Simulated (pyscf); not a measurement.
Thermochemistry of product channels of H₃C–Zn–NH₂ (SMILES [CH3][Zn][NH2]) + H• (SMILES [H]) on the doublet surface, in kcal/mol, from ωB97M-D3(BJ)/def2-TZVP energies (ideal gas, 1 atm, RRHO with modes under 100 cm⁻¹ raised to 100, one conformer, R ln 2 for chiral ones without a mode under 150 cm⁻¹). PySCF, gas phase, ωB97X-D3(BJ)/def2-SVP geometries.

```tsv
products	ΔE	ΔH(298 K)	ΔG(298 K)	ΔG(600 K)
H₃C–Zn–NH• (SMILES [CH3][Zn][NH]) + H₂ (SMILES [H][H])	___	+4.7	+3.6	+2.6
CH₄ (SMILES C) + [H₂N–Zn]• (SMILES [NH2][Zn])	___	-30.5	-31.7	-32.3
```

Fill in the missing entries.


- H₃C–Zn–NH• (SMILES [CH3][Zn][NH]) + H₂ (SMILES [H][H]), ΔE: +6.3
- CH₄ (SMILES C) + [H₂N–Zn]• (SMILES [NH2][Zn]), ΔE: -35.1

These are energies of the channels, which say nothing of barriers. Elements up to Kr have no core potential and no relativistic terms here.
